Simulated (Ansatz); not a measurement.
Relaxation of C3H3NO (8 atoms, charge 0, multiplicity 1), to a largest force component of 0.015 eV/Å in at most 40 steps.

The calculation used RKS B3LYP/def2-SVP in Ansatz.

```xyz
8
Properties=species:S:1:pos:R:3:forces:R:3
N 0.549 -0.088 1.383 -1.99 3.10 -0.96
C 0.188 -0.629 0.175 1.02 0.33 1.23
C -0.223 0.079 -0.859 2.47 -5.08 7.43
C -0.470 0.722 -1.805 -4.02 6.11 -9.56
O -0.895 1.323 -2.755 0.96 -0.34 0.80
H 0.059 0.876 1.534 1.45 -2.08 -0.22
H 0.458 -0.664 2.176 0.11 -1.07 1.30
H 0.426 -1.676 0.094 -0.01 -0.98 -0.02
```

Question: Where does it end, and by what steps?

Answer: The forces met the threshold. After 10 steps the energy has fallen by 0.896 eV; O5 moved furthest, 0.46 Å. The start is strongly strained (largest force component 10 eV/Å).

| step | energy less start (eV) | largest force component (eV/Å) | accepted |
| --- | --- | --- | --- |
| 0 | 0.0000 | 9.563 | yes |
| 1 | -0.6527 | 1.221 | yes |
| 2 | -0.6530 | 1.625 | yes |
| 3 | -0.8260 | 0.906 | yes |
| 4 | -0.8553 | 0.361 | yes |
| 5 | -0.8801 | 0.319 | yes |
| 6 | -0.8859 | 0.320 | yes |
| 7 | -0.8897 | 0.258 | yes |
| 8 | -0.8936 | 0.063 | yes |
| 9 | -0.8952 | 0.037 | yes |
| 10 | -0.8956 | 0.007 | yes |

```xyz
8
Properties=species:S:1:pos:R:3
N 0.355 -0.167 1.508
C 0.150 -0.429 0.202
C -0.244 0.485 -0.713
C -0.537 0.669 -1.956
O -0.830 0.983 -3.051
H 0.213 0.774 1.859
H 0.650 -0.889 2.152
H 0.337 -1.484 -0.056
```

Whether the end is a true minimum wasn't checked by a vibrational analysis.

Run time: 36 s on 1 thread of Arm Neoverse V1, on a shared host, peak memory 0.16 GiB.
